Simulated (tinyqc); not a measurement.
Worked calculation: geometry optimisation on the UHF/sto-3g surface (energies and gradients from PySCF), for OH+, spin multiplicity 3. Computed by tinyqc, a small Python program that keeps every step (integrals from PySCF). Settings: charge = 1, multiplicity = 3, basis = sto-3g, optimiser = bfgs, first Hessian = 0.3, largest step = 0.5, iteration cap = 30. Command: `OMP_NUM_THREADS=1 python tinyqc.py 24814 24815 out.jsonl` (the two numbers bound the seeds that draw the settings). One thread of a shared host (Intel(R) Xeon(R) Processor @ 2.60GHz), about 0.4 s of CPU time with the checks.

## Step 1: energy and gradient

positions at the start (bohr):
```
,x,y,z
1O,0.00000,0.00000,0.00000
2H,0.00000,0.00000,1.90295
```

Self-consistent energy and analytic gradient at these positions.

energy = -74.0437636 hartree

gradient (hartree/bohr):
```
,x,y,z
1O,0.0000000,0.0000000,0.0772210
2H,0.0000000,0.0000000,-0.0772210
```

## Step 1: move

Quasi-Newton step p = -H^(-1) g (first H = 0.3 times the unit matrix); steps longer than 0.5 bohr are cut back.

positions after step 1 (bohr):
```
,x,y,z
1O,0.00000,0.00000,-0.25740
2H,0.00000,0.00000,2.16036
```

## Step 2: energy and gradient

As before.

energy = -74.0292012 hartree

gradient (hartree/bohr):
```
,x,y,z
1O,0.0000000,0.0000000,-0.0860905
2H,0.0000000,0.0000000,0.0860905
```

## Step 2: move

inverse Hessian in use (bohr^2/hartree):
```
,1,2,3,4,5,6
1,3.33333,0.00000,0.00000,0.00000,0.00000,0.00000
2,0.00000,3.33333,0.00000,0.00000,0.00000,0.00000
3,0.00000,0.00000,2.45474,0.00000,0.00000,0.87859
4,0.00000,0.00000,0.00000,3.33333,0.00000,0.00000
5,0.00000,0.00000,0.00000,0.00000,3.33333,0.00000
6,0.00000,0.00000,0.87859,0.00000,0.00000,2.45474
```

Quasi-Newton step p = -H^(-1) g (the inverse Hessian comes from BFGS updates; coordinates in the order x, y, z of each atom); steps longer than 0.5 bohr are cut back.

positions after step 2 (bohr):
```
,x,y,z
1O,0.00000,0.00000,-0.12171
2H,0.00000,0.00000,2.02467
```

## Step 3: energy and gradient

As before.

energy = -74.0470626 hartree

gradient (hartree/bohr):
```
,x,y,z
1O,0.0000000,0.0000000,-0.0358156
2H,0.0000000,0.0000000,0.0358156
```

## Step 3: move

inverse Hessian in use (bohr^2/hartree):
```
,1,2,3,4,5,6
1,3.33333,0.00000,0.00000,0.00000,0.00000,0.00000
2,0.00000,3.33333,0.00000,0.00000,0.00000,0.00000
3,0.00000,0.00000,3.01616,0.00000,0.00000,0.31717
4,0.00000,0.00000,0.00000,3.33333,0.00000,0.00000
5,0.00000,0.00000,0.00000,0.00000,3.33333,0.00000
6,0.00000,0.00000,0.31717,0.00000,0.00000,3.01616
```

As before.

positions after step 3 (bohr):
```
,x,y,z
1O,0.00000,0.00000,-0.02505
2H,0.00000,0.00000,1.92800
```

## Convergence

Stop when the largest gradient component is below 3e-5 hartree/bohr. The inverse Hessian follows the BFGS update with s = step, y = change of gradient.

Course of the optimisation:
```
step,E (hartree),largest gradient (hartree/bohr)
1,-74.0437636,7.72e-02
2,-74.0292012,8.61e-02
3,-74.0470626,3.58e-02
4,-74.0468440,4.65e-02
5,-74.0488863,6.17e-03
6,-74.0489316,8.92e-04
7,-74.0489325,2.16e-05
```

Final distances (angstrom):
```
pair,distance
2H-1O,1.08341
```

Converged in 7 steps.
